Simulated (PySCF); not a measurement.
# Gas-phase XPS of `Clc1c[nH]cn1`, computed

Compound: C3H3ClN2.
Bonds: Cl1–C2, C2–C3 (aromatic), C3–N4 (aromatic), N4–C5 (aromatic), C5–N6 (aromatic), C2–N6 (aromatic). Hydrogens: H7 on C3; H8 on N4; H9 on C5.

Method: delta-SCF UKS SCAN, pcX-2 on the ionised atom, pcseg-1 elsewhere, spin-free X2C in PySCF. Vertical ΔSCF values, vacuum level as zero.

Problem. List the computed XPS lines with their assignment.

Solution. 
```json
{"atom(s)": "Cl1", "bonded to": "C", "level": "Cl 2p3/2", "binding energy (eV)": "206.31", "2p1/2 (eV)": "207.96", "above the level's lowest (eV)": "0.00", "count": "1"}
{"atom(s)": "Cl1", "bonded to": "C", "level": "Cl 1s", "binding energy (eV)": "2828.93", "2p1/2 (eV)": "–", "above the level's lowest (eV)": "0.00", "count": "1"}
{"atom(s)": "C2", "bonded to": "Cl, N (aromatic in the SMILES) and C (aromatic in the SMILES)", "level": "C 1s", "binding energy (eV)": "292.28", "2p1/2 (eV)": "–", "above the level's lowest (eV)": "+0.91", "count": "1"}
{"atom(s)": "C3", "bonded to": "N (aromatic in the SMILES), C (aromatic in the SMILES) and H", "level": "C 1s", "binding energy (eV)": "291.37", "2p1/2 (eV)": "–", "above the level's lowest (eV)": "0.00", "count": "1"}
{"atom(s)": "N4", "bonded to": "2 C (aromatic in the SMILES) and H", "level": "N 1s", "binding energy (eV)": "407.12", "2p1/2 (eV)": "–", "above the level's lowest (eV)": "+2.45", "count": "1"}
{"atom(s)": "C5", "bonded to": "2 N (aromatic in the SMILES) and H", "level": "C 1s", "binding energy (eV)": "292.15", "2p1/2 (eV)": "–", "above the level's lowest (eV)": "+0.78", "count": "1"}
{"atom(s)": "N6", "bonded to": "2 C (aromatic in the SMILES)", "level": "N 1s", "binding energy (eV)": "404.67", "2p1/2 (eV)": "–", "above the level's lowest (eV)": "0.00", "count": "1"}
```

Lowest listed C 1s: C3, bonded to N (aromatic in the SMILES), C (aromatic in the SMILES) and H. Highest, 0.91 eV above it: C2, bonded to Cl, N (aromatic in the SMILES) and C (aromatic in the SMILES). Summing the Pauling electronegativity differences to the bonded atoms, each weighted by its formal bond order, gives +0.39 for the lowest site and +1.35 for the highest; no listed site has a larger sum than the highest.

Lowest listed N 1s: N6, bonded to 2 C (aromatic in the SMILES). Highest, 2.45 eV above it: N4, bonded to 2 C (aromatic in the SMILES) and H.

Problem. Express the binding energy of C 1s of C2 in atomic units and per mole.

Solution. 292.28 eV = 10.7411 Eh = 28201 kJ/mol.

Problem. Which effective nuclear charge Zeff reproduces each element's mean 1s value in the hydrogen-like formula E = 13.606 eV × Zeff²?

Solution. C (Z = 6): mean 291.9 eV, Zeff = 4.63, Z − Zeff = 1.37; N (Z = 7): mean 405.9 eV, Zeff = 5.46, Z − Zeff = 1.54; Cl (Z = 17): mean 2828.9 eV, Zeff = 14.42, Z − Zeff = 2.58. Means run over the listed sites, weighted by atom count.

Spin–orbit coupling isn't in the SCF: each 2p doublet comes from a relaxed spin-free hole plus a matrix of the shell (mean-field spin–orbit coupling and the ground-state 2p splitting), with 2p3/2 averaged over its two sublevels. 2p1/2 minus 2p3/2 (ligand field included): Cl 1.65 eV. Geometry: GFN2-xTB; no solvent, vibrations or thermal averaging.
